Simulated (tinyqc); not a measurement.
Inside a calculation. Method: RHF in the sto-3g basis, for H2F+, spin multiplicity 1. One step of it, computed by the program tinyqc.

Task: Iteration 2: building the Fock matrix. J_ij = sum D_kl (ij|kl), K_ij = sum D_kl (ik|jl); F = H + J - 0.5 K; E = tr D H + tr D J / 2 - 0.25 tr D K + E_nn.

D after iteration 1, lower triangle:
```
            1F 1s      1F 2s    1F 2px     1F 2py     1F 2pz      2H 1s     3H 1s
1F 1s    0.646754
1F 2s   -0.218448   1.117052
1F 2px   0.000000   0.000000  2.000000
1F 2py   0.000000   0.000000  0.000000   2.401300
1F 2pz   0.068665  -0.216257  0.000000   0.000000   1.963242
2H 1s    0.060630  -0.555483  0.000000  -0.661600  -0.228511   1.914611
3H 1s    0.060630  -0.555483  0.000000   0.661600  -0.228511  -0.218998  1.914611
```

core Hamiltonian H = T + V (hartree), lower triangle:
```
             1F 1s       1F 2s     1F 2px     1F 2py     1F 2pz      2H 1s      3H 1s
1F 1s   -41.093983
1F 2s    -9.644073  -11.567422
1F 2px    0.000000    0.000000  -9.199533
1F 2py    0.000000    0.000000   0.000000  -9.350288
1F 2pz   -0.012185   -0.148182   0.000000   0.000000  -9.242673
2H 1s    -1.696950   -3.761522   0.000000  -2.187686  -1.209404  -5.425948
3H 1s    -1.696950   -3.761522   0.000000   2.187686  -1.209404  -1.280031  -5.425948
```

Two-electron integrals (ij|kl) in chemists' order, unique and non-zero (hartree):
```
(11|11) 5.403501    (21|11) 0.841920    (21|21) 0.156299    (22|11) 1.268028
(22|21) 0.292344    (22|22) 0.926167    (31|31) 0.027998    (32|31) 0.043169
(32|32) 0.204588    (33|11) 1.264502    (33|21) 0.292403    (33|22) 0.925959
(33|33) 0.997514    (41|41) 0.027998    (42|41) 0.043169    (42|42) 0.204588
(43|43) 0.053770    (44|11) 1.264502    (44|21) 0.292403    (44|22) 0.925959
(44|33) 0.889973    (44|44) 0.997514    (51|51) 0.027998    (52|51) 0.043169
(52|52) 0.204588    (53|53) 0.053770    (54|54) 0.053770    (55|11) 1.264502
(55|21) 0.292403    (55|22) 0.925959    (55|33) 0.889973    (55|44) 0.889973
(55|55) 0.997514    (61|11) 0.149249    (61|21) 0.027467    (61|22) 0.051029
(61|33) 0.050952    (61|41) 0.000995    (61|42) 0.001862    (61|44) 0.051139
(61|51) 0.000532    (61|52) 0.000996    (61|54) 0.000100    (61|55) 0.051005
(61|61) 0.004877    (62|11) 0.370529    (62|21) 0.086541    (62|22) 0.305021
(62|33) 0.300609    (62|41) 0.005195    (62|42) 0.040208    (62|44) 0.310670
(62|51) 0.002779    (62|52) 0.021509    (62|54) 0.005382    (62|55) 0.303488
(62|61) 0.015422    (62|62) 0.122701    (63|31) 0.009149    (63|32) 0.053870
(63|43) 0.008507    (63|53) 0.004551    (63|63) 0.018367    (64|11) 0.219508
(64|21) 0.051936    (64|22) 0.195973    (64|33) 0.187539    (64|41) 0.011879
(64|42) 0.078436    (64|44) 0.210824    (64|51) 0.001461    (64|52) 0.013141
(64|54) 0.007906    (64|55) 0.189333    (64|61) 0.009653    (64|62) 0.096639
(64|64) 0.093906    (65|11) 0.117423    (65|21) 0.027782    (65|22) 0.104833
(65|33) 0.100321    (65|41) 0.001461    (65|42) 0.013141    (65|44) 0.103676
(65|51) 0.009930    (65|52) 0.060900    (65|54) 0.010302    (65|55) 0.110383
(65|61) 0.005164    (65|62) 0.051696    (65|64) 0.040409    (65|65) 0.039983
(66|11) 0.516911    (66|21) 0.122717    (66|22) 0.498302    (66|33) 0.481051
(66|41) 0.009450    (66|42) 0.102429    (66|44) 0.520838    (66|51) 0.005055
(66|52) 0.054793    (66|54) 0.021283    (66|55) 0.492437    (66|61) 0.022020
(66|62) 0.254436    (66|64) 0.232790    (66|65) 0.124528    (66|66) 0.774606
(71|11) 0.149249    (71|21) 0.027467    (71|22) 0.051029    (71|33) 0.050952
(71|41) -0.000995   (71|42) -0.001862   (71|44) 0.051139    (71|51) 0.000532
(71|52) 0.000996    (71|54) -0.000100   (71|55) 0.051005    (71|61) 0.004803
(71|62) 0.014939    (71|64) 0.008579    (71|65) 0.005006    (71|66) 0.021111
(71|71) 0.004877    (72|11) 0.370529    (72|21) 0.086541    (72|22) 0.305021
(72|33) 0.300609    (72|41) -0.005195   (72|42) -0.040208   (72|44) 0.310670
(72|51) 0.002779    (72|52) 0.021509    (72|54) -0.005382   (72|55) 0.303488
(72|61) 0.014939    (72|62) 0.098684    (72|64) 0.053586    (72|65) 0.040244
(72|66) 0.165644    (72|71) 0.015422    (72|72) 0.122701    (73|31) 0.009149
(73|32) 0.053870    (73|43) -0.008507   (73|53) 0.004551    (73|63) 0.014228
(73|73) 0.018367    (74|11) -0.219508   (74|21) -0.051936   (74|22) -0.195973
(74|33) -0.187539   (74|41) 0.011879    (74|42) 0.078436    (74|44) -0.210824
(74|51) -0.001461   (74|52) -0.013141   (74|54) 0.007906    (74|55) -0.189333
(74|61) -0.008579   (74|62) -0.053586   (74|64) -0.015291   (74|65) -0.021405
(74|66) -0.081073   (74|71) -0.009653   (74|72) -0.096639   (74|74) 0.093906
(75|11) 0.117423    (75|21) 0.027782    (75|22) 0.104833    (75|33) 0.100321
(75|41) -0.001461   (75|42) -0.013141   (75|44) 0.103676    (75|51) 0.009930
(75|52) 0.060900    (75|54) -0.010302   (75|55) 0.110383    (75|61) 0.005006
(75|62) 0.040244    (75|64) 0.021405    (75|65) 0.030435    (75|66) 0.074463
(75|71) 0.005164    (75|72) 0.051696    (75|74) -0.040409   (75|75) 0.039983
(76|11) 0.117649    (76|21) 0.027722    (76|22) 0.105949    (76|33) 0.104210
(76|44) 0.106564    (76|51) 0.001448    (76|52) 0.013370    (76|55) 0.106961
(76|61) 0.004877    (76|62) 0.041550    (76|64) 0.028606    (76|65) 0.019984
(76|66) 0.089343    (76|71) 0.004877    (76|72) 0.041550    (76|74) -0.028606
(76|75) 0.019984    (76|76) 0.017157    (77|11) 0.516911    (77|21) 0.122717
(77|22) 0.498302    (77|33) 0.481051    (77|41) -0.009450   (77|42) -0.102429
(77|44) 0.520838    (77|51) 0.005055    (77|52) 0.054793    (77|54) -0.021283
(77|55) 0.492437    (77|61) 0.021111    (77|62) 0.165644    (77|64) 0.081073
(77|65) 0.074463    (77|66) 0.300508    (77|71) 0.022020    (77|72) 0.254436
(77|74) -0.232790   (77|75) 0.124528    (77|76) 0.089343    (77|77) 0.774606
```

nuclear repulsion = 9.92390443 hartree

Give: Coulomb J; exchange K; Fock matrix F; total energy of this density.

Result:

Coulomb J (hartree), lower triangle:
```
          1F 1s    1F 2s  1F 2px   1F 2py  1F 2pz   2H 1s   3H 1s
1F 1s   13.0438
1F 2s    2.7731   8.2022
1F 2px   0.0000   0.0000  8.1566
1F 2py   0.0000   0.0000  0.0000   8.2641
1F 2pz  -0.0151  -0.0166  0.0000   0.0000  8.1747
2H 1s    0.4851   2.7797  0.0000   1.8367  0.9796  5.0455
3H 1s    0.4851   2.7797  0.0000  -1.8367  0.9796  1.0005  5.0455
```

exchange K (hartree), lower triangle:
```
          1F 1s    1F 2s  1F 2px   1F 2py  1F 2pz   2H 1s   3H 1s
1F 1s    3.4683
1F 2s    0.7716   1.9539
1F 2px   0.0000   0.0000  2.3774
1F 2py   0.0000   0.0000  0.0000   2.4660
1F 2pz  -0.0138  -0.3688  0.0000   0.0000  2.3015
2H 1s    0.1477   0.6596  0.0000   0.5503  0.1821  1.2676
3H 1s    0.1477   0.6596  0.0000  -0.5503  0.1821  0.2134  1.2676
```

Fock matrix F (hartree), lower triangle:
```
           1F 1s    1F 2s   1F 2px   1F 2py   1F 2pz    2H 1s    3H 1s
1F 1s   -29.7843
1F 2s    -7.2567  -4.3422
1F 2px    0.0000   0.0000  -2.2317
1F 2py    0.0000   0.0000   0.0000  -2.3192
1F 2pz   -0.0204   0.0196   0.0000   0.0000  -2.2187
2H 1s    -1.2857  -1.3116   0.0000  -0.6261  -0.3208  -1.0143
3H 1s    -1.2857  -1.3116   0.0000   0.6261  -0.3208  -0.3862  -1.0143
```

total energy of this density = -57.126388 hartree

This density is a damped mixture and is not idempotent.
